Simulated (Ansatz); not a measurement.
```yaml
crystal:
  periodic: [false, false, false]
  atoms:
    - {symbol: B, position_ang: [-0.847562, 0.370368, -1.392827]}
    - {symbol: Si, position_ang: [0.716190, 0.197308, -0.152975]}
    - {symbol: B, position_ang: [0.252375, -0.910787, 1.239475]}
    - {symbol: H, position_ang: [-1.198018, -0.189014, -1.985837]}
    - {symbol: H, position_ang: [-1.995122, 0.970794, -0.765522]}
    - {symbol: H, position_ang: [1.005040, 1.725450, 0.595576]}
    - {symbol: H, position_ang: [1.956738, -0.105954, -0.885384]}
    - {symbol: H, position_ang: [0.578288, -1.926201, 0.811509]}
    - {symbol: H, position_ang: [-0.166113, -0.690269, 2.095984]}
basis:
  gaussian: {orbitals: cc-pVTZ, final_grid: {core_spheres: 1, valence_spheres: 1, degree: 5}}
hamiltonian: {xc: {name: r2SCAN}}
output: {forces: true}
```

```sh
$ ansatz run in.yaml --threads 2 --pin off --events-out ev --progress --plain --max-ram 4352MiB
```

Shortened log:

```
Functional definition: r2SCAN
1059 factors; their error is unknown
mean field evaluation 1: about -9316.8379 eV, gradient 3.2e1 eV
mean field evaluation 2: about -9317.3506 eV, gradient 2.8e1 eV
mean field evaluation 4: about -9320.1364 eV, gradient 2.1e0 eV
mean field evaluation 8: about -9300.2721 eV, gradient 2.0e1 eV
mean field evaluation 16: about -9301.4970 eV, gradient 5.8e-3 eV
mean field -9301.49699684 eV, -341.8237098529 hartree, gradient 3.1e-5 eV, S^2 0.000000; 0 other end points of the search recorded, 0 dependent functions left out
reference -9301.49711518 eV, -341.8237142017 hartree; 15, 15 occupied and 163, 163 virtual orbitals, 1059 factors
Total energy: -9301.49711518 eV, -341.8237142017 hartree
Atom 0 at    -0.847562     0.370368    -1.392827 Å, force     4.934525    15.416520    21.640760 eV/Å
Atom 1 at     0.716190     0.197308    -0.152975 Å, force    -5.607170    -3.254534     3.236363 eV/Å
Atom 2 at     0.252375    -0.910787     1.239475 Å, force     7.878259    -1.690598   -15.908460 eV/Å
Atom 3 at    -1.198018    -0.189014    -1.985837 Å, force    -2.808092   -13.849949   -15.141893 eV/Å
Atom 4 at    -1.995122     0.970794    -0.765522 Å, force     1.578632    -0.664217    -1.173301 eV/Å
Atom 5 at     1.005040     1.725450     0.595576 Å, force     0.113955    -2.025055    -1.685483 eV/Å
Atom 6 at     1.956738    -0.105954    -0.885384 Å, force    -1.650295    -0.323679     1.376207 eV/Å
Atom 7 at     0.578288    -1.926201     0.811509 Å, force    -0.827763     2.290381     1.658724 eV/Å
Atom 8 at    -0.166113    -0.690269     2.095984 Å, force    -3.612051     4.101130     5.997083 eV/Å
Dipole moment:     0.073294    -0.136771    -0.092278 e Å
```

Question: Something in this input is off. What?

Answer: The integration grid is far too coarse. The run converged. The result belongs to that input, not to the molecule as meant.
